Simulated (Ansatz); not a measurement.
Geometry optimisation, Ansatz, RKS B3LYP-D4/def2-SVP.

input.yaml

```yaml
crystal:
  periodic: [false, false, false]
  atoms:
    - { symbol: B, position_ang: [0.060405, 0.321678, -0.034313] }
    - { symbol: H, position_ang: [-0.050586, 0.350796, 1.159522] }
    - { symbol: H, position_ang: [1.098107, 0.503087, -0.617204] }
    - { symbol: F, position_ang: [-1.054379, 0.196752, -0.740017] }
    - { symbol: O, position_ang: [0.177461, -2.167369, 0.709847] }
    - { symbol: H, position_ang: [-0.710096, -2.393283, 0.392388] }
    - { symbol: H, position_ang: [0.000887, -1.499161, 1.413977] }
basis:
  gaussian: { orbitals: def2-SVP }
hamiltonian:
  xc: b3lyp
  dispersion: d4
relax:
  f_tol: 0.03
  max_steps: 50
output:
  orbitals: {}
```

Launched with:

```bash
$ ansatz run input.yaml --threads 1 --pin off --max-ram 2048MiB --backend cpu --events-out ev --progress --plain --runs-dir out
```

**Question.** Where does it end, and by what steps?

**Answer.** The forces met the threshold. The force dipped under the threshold on the way, but the program's further checks kept it going. After 24 steps the energy has fallen by 0.366 eV; H6 moved furthest, 0.81 Å. Joined: B1–O5.

```
step  energy less start (eV)  largest force component (eV/Å)  accepted
   0                  0.0000                           0.784       yes
   1                  0.0193                           2.457        no
   2                 -0.0498                           0.790       yes
   3                 -0.0937                           1.002       yes
   4                 -0.1557                           1.883       yes
   5                 -0.2690                           1.381       yes
   6                 -0.3184                           0.277       yes
   7                 -0.3377                           0.225       yes
   8                 -0.3408                           0.179       yes
   9                 -0.3324                           0.811        no
  10                 -0.3471                           0.092       yes
  11                 -0.3465                           0.434        no
  12                 -0.3507                           0.045       yes
  13                 -0.3533                           0.096       yes
  14                 -0.3566                           0.049       yes
  15                 -0.3565                           0.421        no
  16                 -0.3588                           0.066       yes
  17                 -0.3609                           0.054       yes
  18                 -0.3617                           0.244       yes
  19                 -0.3630                           0.128       yes
  20                 -0.3643                           0.068       yes
  21                 -0.3656                           0.038       yes
  22                 -0.3658                           0.013       yes
  23                 -0.3658                           0.047       yes
  24                 -0.3659                           0.015       yes
```

```xyz
7
Properties=species:S:1:pos:R:3
B 0.037 0.049 0.117
H 0.198 0.673 1.149
H 0.921 0.030 -0.719
F -1.245 0.044 -0.378
O 0.174 -1.584 0.733
H -0.026 -2.189 -0.001
H -0.537 -1.711 1.383
```

Whether the end is a true minimum wasn't checked by a vibrational analysis.

Run time: 38 s on 1 thread of Arm Neoverse V2, with other jobs on the host, peak memory 0.12 GiB.
